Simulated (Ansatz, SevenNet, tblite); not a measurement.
## How well does each level of theory give the lattice constant a of 1T (CdI2-type) PtS2?

Reference value: 3.542 Å (measured, temperature not stated, not corrected to a static lattice; as tabulated in Björkman (2014), arXiv:1406.2436).

```
level (code)            value (Å)
---------------------  ----------
IPEA1-xTB (tblite)          3.648
SevenNet-0                  3.579
LDA (Ansatz)           (withheld)
PBE (Ansatz)                3.577
rVV10 (Ansatz)         (withheld)
r²SCAN+rVV10 (Ansatz)       3.552
PBE0-D3(BJ) (Ansatz)        3.530
```

Complete the blanks.


- LDA (Ansatz, a quantum-chemistry and plane-wave program), value (Å): 3.562
- rVV10 (Ansatz), value (Å): 3.625

Differences against the reference: IPEA1-xTB +2.99 %, SevenNet-0 +1.04 %, LDA +0.56 %, PBE +0.99 %, rVV10 +2.34 %, r²SCAN+rVV10 +0.28 %, PBE0-D3(BJ) -0.34 %.

Leaving aside IPEA1-xTB (doubt noted below), SevenNet-0 (doubt noted below): The reference's temperature isn't stated, so close values are not ranked against it. Off by more than 1.25 %, or 1.75 % on the side where a correction would as a rule narrow the miss (bounds picked here): rVV10 (+2.34 %).

The measured value isn't corrected to a static lattice, so vibrations enter the comparison.  Density-functional levels without +SOC have no spin–orbit coupling. IPEA1-xTB: this parameter set was refitted to ionisation energies, not structures. IPEA1-xTB: the run uses a supercell at the zone centre in place of a k mesh. SevenNet-0: the cell has another shape than the first-principles one, perhaps another minimum in the same group. LDA: LDA has no dispersion term either, though it tends to give short spacings of layers, chains or molecules. PBE: for a layered or molecular solid the relaxed cell lies over 5 % above the published volume, where the minimum can be shallow. PBE: the cell comes from a level without a dispersion term, which matters for the spacing of layers, chains or molecules. Cutoffs and k meshes differ between the levels. Ansatz's density-functional and Hartree–Fock values are scalar-relativistic unless marked +SOC, with PAW data made under PBE.

Machine-learned potentials (SevenNet-0) are trained on DFT data: a solid inside that data is no test of them.

Differences are worked out from the printed values.
